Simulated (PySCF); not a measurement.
**PH (SMILES [PH]) at UCAM-B3LYP/cc-pVTZ**

Aim: the vertical ionisation energy of PH at UCAM-B3LYP/cc-pVTZ, from 2 runs. Input form: a Python script.

The results are computed with PySCF 2.14.0.

4 further runs of the same task are left out: 4 set aside as unsound or not needed.

### 1 The system as given

PH: 2 atoms, total charge 0, spin state triplet. SMILES: `[PH]`. The shape is that of a PBE0-D4/def2-TZVP optimisation.

Bond lengths: P1–H2 1.428 Å.

### 2 The energy at UCAM-B3LYP/cc-pVTZ

File input.xyz:

```xyz
2
HP
P      0.000000     0.000000    -0.014610
H      0.000000     0.000000     1.413680
```

File input.py:

```python
from pyscf import gto, dft

mol = gto.Mole()
mol.atom = 'input.xyz'
mol.verbose = 3
mol.max_memory = 1860
mol.spin = 2
mol.basis = 'cc-pvtz'
mol.build()

mf = dft.UKS(mol, xc='cam-b3lyp')
mf.conv_tol = 1e-10
mf.grids.level = 5
mf.kernel()
if not mf.converged:
    mf = mf.newton().run(mf.mo_coeff, mf.mo_occ)

e_tot = mf.e_tot
print(f'total energy: {e_tot:.8f} hartree')
```

Started as:

```bash
$ OMP_NUM_THREADS=1 python input.py
```

Standard output:

```text
WARN: HOMO -0.201693422359263 >= LUMO -0.201693422359269

converged SCF energy = -341.895906653785  <S^2> = 2.0066398  2S+1 = 3.0044233
total energy: -341.89590665 hartree
```

It took 4.2 s on 1 thread of Arm Neoverse V2, shared host; peak memory 0.26 GiB.

### 3 The doublet cation

File input.py:

```python
from pyscf import gto, dft

mol = gto.Mole()
mol.atom = '''
P      0.000000     0.000000    -0.027609
H      0.000000     0.000000     2.671468
'''
mol.charge = 1
mol.unit = 'bohr'
mol.spin = 1
mol.basis = 'cc-pvtz'
mol.verbose = 3
mol.max_memory = 1860
mol.build()

calc0 = dft.UKS(mol, xc='cam-b3lyp')
calc0.conv_tol = 1e-10
calc0.grids.level = 5
calc0.kernel()
if not calc0.converged:
    calc0 = calc0.newton().run(calc0.mo_coeff, calc0.mo_occ)

etot = calc0.e_tot
print('E(%s) = %.9f' % ('CAM-B3LYP', etot))
```

Started as:

```bash
$ OMP_NUM_THREADS=1 python input.py
```

Standard output:

```text
WARN: HOMO -0.201693421417583 >= LUMO -0.201693421417582

converged SCF energy = -341.522004410178  <S^2> = 0.75472152  2S+1 = 2.004716
E(CAM-B3LYP) = -341.522004410
```

Run time: 3.9 s. Hardware: 1 thread of Arm Neoverse V2, shared host; peak memory 0.26 GiB.

### 4 Results

Level: UCAM-B3LYP/cc-pVTZ.

```
                                          quantity          value
                          triplet PH: total energy  -341.89591 Eh
                         triplet PH: dipole moment         0.48 D
    triplet PH: HOMO energy (highest over α and β)       -8.56 eV
     triplet PH: LUMO energy (lowest over α and β)       -1.86 eV
                                  triplet PH: ⟨S²⟩          2.007
                      doublet cation: total energy  -341.52200 Eh
doublet cation: HOMO energy (highest over α and β)      -17.23 eV
 doublet cation: LUMO energy (lowest over α and β)      -11.76 eV
                              doublet cation: ⟨S²⟩          0.755
vertical ionisation energy (to the doublet cation)      10.174 eV
```

What this shows: The vertical ionisation energy comes to 10.17 eV (235 kcal/mol).
